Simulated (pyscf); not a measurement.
HO–SiH₂–F (SMILES O[SiH2]F) + H₂O (SMILES O) → HO–SiH₂–F (SMILES O[SiH2]F) + H₂O (SMILES O) (four-centre exchange; singlet surface; H–O, H–O broken, H–O, H–O formed). Single points on ωB97X-D3(BJ)/def2-SVP structures (PySCF, gas phase). MP2 and CC: frozen core, UHF for open shells. ΔMP2 is the change of the MP2 total energy from the triple- to the quadruple-zeta basis. Energies in kcal/mol from the separated reactants.

```tsv
level	barrier	reaction energy
PBE/def2-TZVP	30.2	0.0
M06-2X/def2-TZVP	36.4	0.0
HF/def2-TZVP	55.7	0.0
MP2/def2-QZVPP	37.2	0.0
CCSD/def2-TZVPP	41.8	0.0
CCSD(T)/def2-TZVPP	38.6	0.0
CCSD(T)/def2-TZVPP + ΔMP2(QZVPP)	(withheld)	0.0
```

**Question.** Fill in the missing entries.

**Answer.** 
- CCSD(T)/def2-TZVPP + ΔMP2(QZVPP), barrier: 39.0

On the reactant side the descent ends in a complex, 7.9 kcal/mol under the separated species and 44.8 kcal/mol under the saddle at ωB97X-D3(BJ)/def2-TZVP. On the product side the descent ends in a complex, 7.9 kcal/mol under the separated species and 44.8 kcal/mol under the saddle at ωB97X-D3(BJ)/def2-TZVP. At ωB97X-D3(BJ)/def2-TZVP the barrier from the zero used here is 36.9 kcal/mol. The same reactants have a lower exit, to HO–SiH₂–OH + HF (barrier +22.7 kcal/mol at ωB97M-D3(BJ)/def2-TZVP, against +35.8 kcal/mol here). Another saddle between the same species, by other bonds, lies lower (19.5 kcal/mol against 35.8 kcal/mol at ωB97M-D3(BJ)/def2-TZVP). The CCSD(T) − MP2 part came from Ansatz, without density fitting, on the same reference.
